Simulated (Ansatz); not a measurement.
Ideal-gas functions of C3H5N, SMILES `CCC#N` at 298.15 K and 1 bar, from an Ansatz frequency run at PBE0-D4/def2-TZVP.

Molar mass 55.08 g/mol, point group Cs (symmetry number 1), electronic degeneracy 1, moments of inertia 17.953, 106.546, 118.249 u Å². Harmonic wavenumbers (cm⁻¹, unscaled): 213, 220, 400, 558, 787, 857, 1038, 1096, 1110, 1287, 1347, 1410, 1464, 1489, 1498, 2383, 3066, 3070, 3104, 3150, 3153.

Use S(trans) = R[1.5 ln M + 2.5 ln T − 1.1517]; rotational temperatures θ = 24.2544 K / I; S(rot) = R[ln(√π/σ · √(T³/θAθBθC)) + 1.5]; for each mode x = 1.438777 ν̃/T, S = R[x/(eˣ − 1) − ln(1 − e⁻ˣ)] and H = RT x/(eˣ − 1); 1 cm⁻¹ = 0.0119627 kJ/mol; R = 8.31446 J/(mol·K).

Question: By hand: the entropy, in J/(mol·K).

Answer: Translation 158.9. Rotation: θ = 1.351, 0.2276, 0.2051 K, giving 99.8. Vibration, mode by mode: 8.44, 8.20, 4.03, 2.21, 0.91, 0.69, 0.34, 0.27, 0.25, 0.12, 0.09, 0.07, 0.06, 0.05, 0.05, 0.00, 0.00, 0.00, 0.00, 0.00, 0.00, in all 25.8. Electronic 0.0. Sum 284.5 J/(mol·K).

Question: By hand: H − E and G − E in kJ/mol, counted from the electronic energy.

Answer: Zero-point energy ½ × 32700 × 0.0119627 = 195.6; thermal vibration 4.8; translation, rotation and pV give 4 RT = 9.9. H − E = 210.3 kJ/mol, and G − E = 210.3 − 298.15 × 284.5/1000 = 125.5 kJ/mol.

Vibration gives 9 % of the entropy.
